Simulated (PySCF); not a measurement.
**MgCl: basis, grid and Hamiltonian**

The method stays; parts of the set-up, such as the basis or the Hamiltonian, are changed.

Computed with PySCF 2.14.0. Level: each script names its method and basis.

**1. The starting structure**

MgCl: 2 atoms, charge 0, spin multiplicity 2.

Bond lengths: Mg1–Cl2 2.162 Å.

**2. The run that the others are compared with**

input.py

```python
from pyscf import gto, scf

mol = gto.M(
    atom='Mg 0 0 0; Cl 0 0 2.162',
    basis='aug-cc-pvdz',
    charge=0,
    spin=1,
    verbose=3,
)
mf = scf.UHF(mol)
mf.kernel()
mf.analyze()
print('orbital energies (hartree):', [e[max(0, n-3):n+3].round(4) for e, n in zip(mf.mo_energy, mol.nelec)])
```

Command:

```sh
> OMP_NUM_THREADS=1 python input.py
```

The log of this run is left out.

Base result: E(SCF) = -659.184960 Eh, ⟨S²⟩ = 0.751, μ = 3.25 D.

The bond length is a typed value, not an optimised one.

**3. Cc-pvdz-dk (X2C on)**

Edit 1 changes basis set: aug-cc-pvdz → cc-pvdz-dk; spin-free X2C: off → on.

input.py

```python
from pyscf import gto, scf

mol = gto.M(
    atom='Mg 0 0 0; Cl 0 0 2.162',
    basis='cc-pvdz-dk',
    charge=0,
    spin=1,
    verbose=3,
)
mf = scf.UHF(mol)
mf = mf.sfx2c1e()
mf.kernel()
mf.analyze()
print('orbital energies (hartree):', [e[max(0, n-3):n+3].round(4) for e, n in zip(mf.mo_energy, mol.nelec)])
```

Command:

```sh
> OMP_NUM_THREADS=1 python input.py
```

**4. Cartesian functions on**

Edit 2 changes Cartesian functions: off → on.

input.py, as its differences from that of step 2:

```diff
@@ -7,2 +7,3 @@
     spin=1,
+    cart=True,
     verbose=3,
```

**5. Lanl2dz (core potential on)**

Edit 3 changes basis set: aug-cc-pvdz → lanl2dz; core potential: off → on. The core potential changes with it: totals don't compare.

input.py

```python
from pyscf import gto, scf

mol = gto.M(
    atom='Mg 0 0 0; Cl 0 0 2.162',
    basis='lanl2dz',
    ecp={'Mg': 'lanl2dz', 'Cl': 'lanl2dz'},
    charge=0,
    spin=1,
    verbose=3,
)
mf = scf.UHF(mol)
mf.kernel()
mf.mulliken_pop()
mf.dip_moment()
print('orbital energies (hartree):', [e[max(0, n-3):n+3].round(4) for e, n in zip(mf.mo_energy, mol.nelec)])
```

**6. X2c-svpall (X2C on)**

Edit 4 changes basis set: aug-cc-pvdz → x2c-svpall; spin-free X2C: off → on.

input.py, as its differences from that of step 2:

```diff
@@ -4,3 +4,3 @@
     atom='Mg 0 0 0; Cl 0 0 2.162',
-    basis='aug-cc-pvdz',
+    basis='x2c-svpall',
     charge=0,
@@ -10,2 +10,3 @@
 mf = scf.UHF(mol)
+mf = mf.sfx2c1e()
 mf.kernel()
```

**7. Spin-free X2C on**

Edit 5 changes spin-free X2C: off → on.

input.py, as its differences from that of step 2:

```diff
@@ -10,2 +10,3 @@
 mf = scf.UHF(mol)
+mf = mf.sfx2c1e()
 mf.kernel()
```

Before running it: what results should come out? Wanted: for each run, E(SCF); from base; gap, α spin; SCF dipole.

As calculated:

```
                        run  E(SCF) (hartree)  from base (eV)  gap, α spin (eV)  SCF dipole (D)  functions
                       base       -659.184960               0              8.17            3.25         54
        cc-pvdz-dk (X2C on)       -660.894163  not comparable              8.75            3.30         36
     Cartesian functions on       -659.185387         -0.0116              8.17            3.26        n/a
lanl2dz (core potential on)        -15.555700  not comparable               n/a            4.04         16
        x2c-svpall (X2C on)       -660.654863  not comparable              8.84            3.09         36
           spin-free X2C on       -660.707631        -41.4340              8.17            3.25         54
```

In words: The largest comparable shift of the SCF energy, -41.434 eV, comes with the run “spin-free X2C on”. Scalar relativity lowers the total energy by 41.43 eV, nearly all of it in the inner shells; a basis contracted without relativity catches only part of it.
